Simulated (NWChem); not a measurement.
ethylamine (C₂H₇N) in NWChem

```xyz
10

C      1.1899     0.4470     0.0113
C      0.0408    -0.5497    -0.1004
N     -1.2484     0.1290     0.0017
H      2.1650    -0.0508    -0.1121
H      1.0940     1.2331    -0.7539
H      1.1922     0.9402     0.9989
H      0.1907    -1.3575     0.6509
H      0.0857    -1.0440    -1.0869
H     -2.0130    -0.5374    -0.1092
H     -1.3597     0.5299     0.9348
```
Charge 0, spin multiplicity 1.

Everything below was run with NWChem. The geometry was optimised at B3LYP/def2-SVP, a minimum by its harmonic frequencies. It is one conformer; others weren't searched.

Symmetry labels belong to the abelian group C1 used in the runs, with the axes of the coordinates shown.

B3LYP has NWChem's definition, with VWN1-RPA local correlation. The Pople sets run with spherical d functions.

### Question
List the lowest 4 singlet excitations that TD-B3LYP/6-31+G* (spherical d), VWN1-RPA local correlation gives, with oscillator strengths.

### Answer
```csv
state,symmetry,energy (eV),wavelength (nm),f
1,a,5.59,222,0.010
2,a,6.55,189,0.019
3,a,6.62,187,0.024
4,a,6.99,177,0.068
```
